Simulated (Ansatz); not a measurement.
Seven cases of atomisation energy with Al to Br (electronic energies, kcal/mol); geometries: B3LYP-D3(BJ)/def2-TZVP. The cases were drawn at random from those of this class that have a high level and all functionals, leaving out states under which another spin lies or may lie. Left out are anions, K, Ca, elements past Kr, ionisation of Li, Na and Mg, pi-pi* triplets of linear molecules and other triplets made from a closed-shell parent. Runs that doubt their state, and full CI more than 15 mEh from coupled cluster, are set aside; a case stays where another high level and all functionals remain. AFQMC serves as high level only in triple zeta or larger, with a steady walk, a bar under 0.8 kcal/mol and agreement with other high levels or trials where they ran; where none ran, an unstable determinant or (outside 3d species) a high T1 diagnostic also bars it, so strongly correlated cases are thinned. No case was kept or dropped by the size of a functional's miss. High levels with a bar over 0.5 kcal/mol are left out too, and the seventh case lies inside the range of the six. Affinities count positive where energy is released, gaps as the second state minus the first. r2SCAN is by Ansatz (a first-principles code) in def2-TZVPD. High levels (Ansatz): P = CCSD(T)/CBS(cc-pV(Q+d)Z,cc-pV(5+d)Z) + [CCSDT(Q) - CCSD(T)]/cc-pV(D+d)Z + core + X2C; Q = CCSD(T)/CBS(cc-pV(Q+d)Z,cc-pV(5+d)Z) + [CCSDT(Q) - CCSD(T)]/cc-pV(T+d)Z + [CCSDTQ - CCSDT(Q)]/cc-pV(D+d)Z + core + X2C; R = CCSD(T)/CBS(cc-pV(T+d)Z,cc-pV(Q+d)Z) + [CCSDT(Q) - CCSD(T)]/cc-pV(D+d)Z + core + X2C; S = CCSD(T)/CBS(cc-pVQZ,cc-pV5Z) + [CCSDT(Q) - CCSD(T)]/cc-pVQZ + [CCSDTQ - CCSDT(Q)]/cc-pVDZ; T = CCSD(T)/CBS(cc-pVTZ,cc-pVQZ) + [CCSDT(Q) - CCSD(T)]/cc-pVTZ. Radicals and triplets start from unrestricted determinants; spin-orbit coupling is neglected. Correlated methods leave the cores frozen (noble-gas shells, and filled d and f shells in the p block). Rows without X2C or -DK are non-relativistic. CBS(X,Y): correlation extrapolated as X^-3, Hartree-Fock from the larger set (Q,5: extrapolated as (X+1)exp(-9√X)). A bracket is a step between two methods taken in the basis named. The functionals are non-relativistic, so their misses hold any scalar relativity. 'core' is core correlation in cc-pwCVTZ (1s frozen past Ne), 'X2C' scalar relativity in cc-pVTZ-DK, both at CCSD(T). Where a partner has so few electrons that a lower coupled-cluster level is exact, that level stands in.

```
case                                  r2SCAN  level  high level
------------------------------------  ------  -----  ----------
BPH4 (SMILES BP)                       420.9      Q       417.7
Ge2H6 (SMILES [GeH3][GeH3])            486.4      T       484.3
SiNH4 (SMILES N[SiH2], doublet)        421.9      P       422.4
CHClF (SMILES [CH](Cl)F, doublet)      303.7      P       297.1
C2H4Cl (SMILES [CH2]CCl, doublet)      589.0      R       584.1
GeH4 (germane, SMILES [GeH4])          295.3      S       295.2
SiH3F (fluorosilane, SMILES F[SiH3])   377.8      Q    withheld
```

Q: Fit a straight line from r2SCAN to the high level over the first six rows by least squares, predict the seventh, and compare with the calculation.

A: Means: r2SCAN 419.53, high level 416.80. Sxx = 62048.9, Sxy = 61851.8, slope 0.9968, intercept -1.39 kcal/mol; residual standard deviation 3.0 kcal/mol. Seventh row: 0.9968·(377.8) -1.39 = 375.2 kcal/mol. The calculation gave 381.8 kcal/mol: the line differs from it by -6.6, r2SCAN itself by -4.0.
